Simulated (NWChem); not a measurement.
# NO cation

```xyz
2

N      0.0000     0.0000    -0.5733
O      0.0000     0.0000     0.5031
```
Atoms are numbered in this order, from 1.

Computed with NWChem. Pople sets run with spherical d functions. Geometry: optimised at PBE-D3(BJ)/def2-SVP. Vertical excitations in the gas phase.

### Question
Predict the results for BHandHLYP/6-31+G*, full TDDFT. Quantities: lowest excitation, singlet (eV); oscillator strength of that lowest state; orbital gap (eV).

### Answer
```
Item                                      Value
----------------------------------------  -----
lowest excitation, singlet (eV)            9.48
oscillator strength of that lowest state  0.000
orbital gap (eV)                          15.75
```
